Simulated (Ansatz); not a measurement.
The same path of ClH + H4Si (7 atoms, charge 0, multiplicity 1) was run twice with different band settings. Lost on the way: Si1–H2, Cl6–H7. Made: Si1–Cl6, H2–H7.

Theory: RKS PBE0-D4/def2-SVP (Ansatz 0.2.0).

Relaxed end points:

```xyz
7
Properties=species:S:1:pos:R:3
Si 0.356 0.000 -0.151
H 0.424 0.000 1.342
H 1.750 0.000 -0.688
H -0.354 1.224 -0.620
H -0.354 -1.224 -0.620
Cl -2.946 0.000 1.364
H -2.136 0.000 2.362
```

```xyz
7
Properties=species:S:1:pos:R:3
Si -0.403 0.000 -0.727
H -0.088 0.000 3.421
H 0.745 0.000 0.221
H -0.370 1.220 -1.579
H -0.370 -1.220 -1.579
Cl -2.163 0.000 0.365
H -0.610 0.000 2.867
```

Common settings: movable images 7; spring 5.0 eV/Å²; start path through a guess of the saddle point; force threshold 0.03 eV/Å; iteration limit 60; end points relaxed.

| run | climbing image | optimiser |
| --- | --- | --- |
| 1 | yes | quadratic models (default) |
| 2 | from the first iteration | lbfgs |

(1) What does each run give, and how far can it be trusted?

Answers

(1) Run 1: converged after 15 iterations, highest image 1.630 eV above the first end. Neighbouring images differ by up to 1.2 eV, so the band resolves the path poorly. A vibrational analysis at the climbing image gives 2 clearly imaginary modes (957i, 136i cm⁻¹): a point of higher order, so a lower path passes nearby.
Run 2: converged after 55 iterations, highest image 1.630 eV above the first end. Another band between the same ends (7 images) ends at a top of the same energy, where a vibrational analysis finds 2 clearly imaginary modes.
The orbitals stay closed-shell, which can raise the energy where a bond breaks towards radicals; this wasn't checked here.
